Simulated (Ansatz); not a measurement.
Geometry optimisation, RKS PBE-D4/cc-pVDZ (Ansatz).

The input (input.yaml):

```yaml
crystal:
  periodic: [false, false, false]
  atoms:
    - { symbol: B, position_ang: [-0.091331, -0.428429, -0.127926] }
    - { symbol: H, position_ang: [-0.096352, -0.84975, 0.996203] }
    - { symbol: O, position_ang: [1.027765, -0.443695, -0.911567] }
    - { symbol: H, position_ang: [1.809946, -0.802957, -0.447786] }
    - { symbol: H, position_ang: [-1.095316, 0.005481, -0.661996] }
    - { symbol: Si, position_ang: [0.131417, 2.467382, 1.098232] }
    - { symbol: H, position_ang: [0.848641, 3.077169, 2.281835] }
    - { symbol: H, position_ang: [0.85287, 2.844236, -0.169582] }
    - { symbol: H, position_ang: [-1.286957, 2.97505, 1.057866] }
    - { symbol: H, position_ang: [0.120918, 0.991913, 1.244621] }
basis:
  gaussian: { orbitals: cc-pVDZ }
hamiltonian:
  xc: pbe
  dispersion: d4
relax:
  f_tol: 0.03
  max_steps: 50
output:
  orbitals: {}
```

Command:

```bash
$ ansatz run input.yaml --threads 1 --pin off --max-ram 2048MiB --backend cpu --events-out ev --progress --plain --runs-dir out
```

**Question.** Where does it end, and by what steps?

**Answer.** It converged. After 18 steps the energy has fallen by 0.127 eV; H10 moved furthest, 0.68 Å.

```
step  energy less start (eV)  largest force component (eV/Å)  accepted
   0                  0.0000                           0.783       yes
   1                 -0.0726                           0.317       yes
   2                 -0.0910                           0.166       yes
   3                 -0.1045                           0.216       yes
   4                 -0.1126                           0.063       yes
   5                 -0.1163                           0.066       yes
   6                 -0.1176                           0.054       yes
   7                 -0.1192                           0.078       yes
   8                 -0.1209                           0.091       yes
   9                 -0.1226                           0.097       yes
  10                 -0.1222                           0.159        no
  11                 -0.1240                           0.048       yes
  12                 -0.1250                           0.033       yes
  13                 -0.1255                           0.042       yes
  14                 -0.1260                           0.055       yes
  15                 -0.1264                           0.055       yes
  16                 -0.1269                           0.048       yes
  17                 -0.1259                           0.118        no
  18                 -0.1272                           0.025       yes
```

```xyz
10
Properties=species:S:1:pos:R:3
B -0.097 -0.600 -0.228
H -0.120 -1.399 0.692
O 1.006 -0.446 -1.014
H 1.737 -1.031 -0.737
H -1.047 0.099 -0.526
Si 0.148 2.644 1.230
H 0.632 3.661 2.235
H 1.027 2.682 0.007
H -1.276 2.956 0.848
H 0.212 1.271 1.854
```

Whether the end is a true minimum wasn't checked by a vibrational analysis.

The run took 15 s on 1 thread of AMD EPYC 9R45 96-Core Processor (Zen 5) (shared host), peak memory 0.14 GiB.
